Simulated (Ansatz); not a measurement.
Geometry optimisation, UKS PBE-D4/def2-SVP (Ansatz 0.2.0).

The input (input.yaml):

```yaml
crystal:
  periodic: [false, false, false]
  atoms:
    - { symbol: B, position_ang: [0.0, 0.0, -0.079428] }
    - { symbol: Cl, position_ang: [0.0, 1.0e-06, 1.736638] }
    - { symbol: H, position_ang: [1.078055, 0.0, -0.634317] }
    - { symbol: H, position_ang: [-1.078055, 0.0, -0.634317] }
    - { symbol: H, position_ang: [0.0, 0.0, 4.311423] }
magnetization:
  spin_polarized: true
  initial_magnetization: 1
basis:
  gaussian: { orbitals: def2-SVP }
hamiltonian:
  xc: pbe
  dispersion: d4
relax:
  f_tol: 0.03
  max_steps: 50
```

Run as:

```bash
$ ansatz run input.yaml --threads 1 --pin off --max-ram 2048MiB --backend cpu --events-out ev --progress --plain --runs-dir out
```

Question: Where does it end, and by what steps?

Answer: The forces met the threshold. The force dipped under the threshold on the way, but the program's further checks kept it going. After 6 steps the energy has fallen by 0.089 eV; H5 moved furthest, 0.59 Å.

| step | energy less start (eV) | largest force component (eV/Å) | accepted |
| --- | --- | --- | --- |
| 0 | 0.0000 | 1.459 | yes |
| 1 | -0.0414 | 0.865 | yes |
| 2 | -0.0762 | 0.143 | yes |
| 3 | -0.0843 | 0.047 | yes |
| 4 | -0.0872 | 0.018 | yes |
| 5 | -0.0888 | 0.007 | yes |
| 6 | -0.0892 | 0.004 | yes |

```xyz
5
Properties=species:S:1:pos:R:3
B 0.000 0.000 -0.202
Cl 0.000 0.000 1.544
H 1.069 0.000 -0.772
H -1.069 0.000 -0.772
H 0.000 0.000 4.901
```

Whether the end is a true minimum wasn't checked by a vibrational analysis.

Time of the run: 10 s on 1 thread of Arm Neoverse V1, on a shared host, peak memory 0.11 GiB.
